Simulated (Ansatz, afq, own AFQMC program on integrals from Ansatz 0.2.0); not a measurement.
**CH2B, quartet in cc-pVTZ, levels against CCSDT(Q)**

```xyz
4

B     0.0000    0.0000    0.8265
C     0.0000    0.0000   -0.5553
H     0.0000   -0.9252   -1.1237
H     0.0000    0.9252   -1.1237
```

Connectivity, by distances: B–CH2.

Basis cc-pVTZ. Noble-gas cores (and the filled d shells of Ga–Kr and In–Xe) are frozen. Ansatz 0.2.0 and our own AFQMC program on the same integrals; the CISD trial comes from CCSD amplitudes, and released means the phaseless constraint is let go. ± is one standard error of the sampling.

Determinant: UHF, the one that the program's search chose, which needn't be the lowest solution. The geometry is a PBE0/def2-TZVP stationary point of this or a neighbouring charge and spin state.

No full CI on the walks' own integrals is used here; CCSDT(Q) serves as the reference and is uncertain by about the last step of the cluster series.

Cautions: another spin lies lower.

- T1 diagnostic: 0.0146
- weight of the determinant in the CISD state: 0.918
- ⟨S²⟩ of the determinant: 3.754
- size of the correlated space: 9 electrons in 86 orbitals

Reference: CCSDT(Q), correlation energy -5.961 eV. The released energy is read at 1.50 1/Eh (meV from the phaseless value at times in 1/Eh: -4 ± 5 at 0.24, -5 ± 4 at 0.50, -4 ± 3 at 1.00, -4 ± 5 at 1.50).

```csv
level,E − E(reference) (meV),share of correlation (%)
HF,5960.5,0.00
MP2,883.7,85.17
CCSD,221.4,96.29
CCSD(T),28.0,99.53
CCSDT,6.8,99.89
ph-AFQMC/CISD,5.9 ± 4.6,99.90
released AFQMC,2.0 ± 5.1,99.97
```

A walk keeps the symmetry of its determinant, which the program's search chose and which needn't be the lowest solution, so a lower state of the same spin and another symmetry isn't excluded. Released energies are given only where the last usable release times agree within the noise; a slower fall can still hide under it.
